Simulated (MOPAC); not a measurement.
MOPAC input (PM6):

```
PM6 PRECISE GNORM=0.05 LET XYZ GEO-OK AUX(PRECISION=9) THREADS=1
C4H8

C    -0.00210137 1    1.08174360 1    0.12090538 1
C     0.00074144 1   -1.08083876 1    0.12875855 1
C    -1.08060230 1   -0.00189518 1   -0.13071652 1
C     1.08196223 1    0.00099034 1   -0.11894741 1
H     0.00026723 1    1.95675874 1   -0.52885732 1
H    -0.00819803 1    1.41962592 1    1.15832029 1
H     0.00541670 1   -1.96054058 1   -0.51463211 1
H    -0.00447679 1   -1.41119264 1    1.16860008 1
H    -1.96147548 1   -0.00072250 1    0.51108544 1
H    -1.40906020 1   -0.00610522 1   -1.17116306 1
H     1.95579155 1    0.00450434 1    0.53240399 1
H     1.42173502 1   -0.00232806 1   -1.15575731 1
```

Task: What heat of formation does the run end on?

Result: -3.51 kcal/mol.
